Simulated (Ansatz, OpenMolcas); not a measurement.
## Exact exchange and the HOMO–LUMO gap of C2H3Cl

C2H3Cl: 6 atoms, total charge 0, spin state singlet. As SMILES, `C=CCl`. The shape is that of a PBE0-D4/def2-TZVP optimisation.

The HOMO–LUMO gap y, in eV, basis def2-SVPD; a is the functional's share of exact exchange. Programs: Ansatz 0.2.0, OpenMolcas 26.06.

| functional | program | a | y (eV) |
| --- | --- | --- | --- |
| r2SCAN | Ansatz | 0 | 5.61 |
| TPSS | OpenMolcas | 0 | 5.38 |
| B3LYP | Ansatz | 0.2 | ? |
| r2SCAN0 | Ansatz | 0.25 | 7.63 |
| PBE0 | Ansatz | 0.25 | 7.33 |
| BHLYP | Ansatz | 0.5 | 9.43 |

Task: Fit y = c + s·a to the known rows and predict B3LYP.

Result: 
1. Means of the 5 rows: a = 0.2000, y = 7.076.
2. Σ(Δa)² = 0.175, Σ(Δa·Δy) = 1.379, so the slope is 1.379/0.175 = 7.88.
3. Intercept: 7.076 − (7.88) × 0.2000 = 5.500. The largest residual of the fit is 0.16.
4. B3LYP: 5.500 + (7.88) × 0.2 = 7.08 eV.

The run gave 6.84 eV, so the prediction is off by +0.24 eV, more than the largest residual. Exact exchange lowers occupied levels and raises empty ones. The rows mix families of semi-local functionals, which the line can't see.
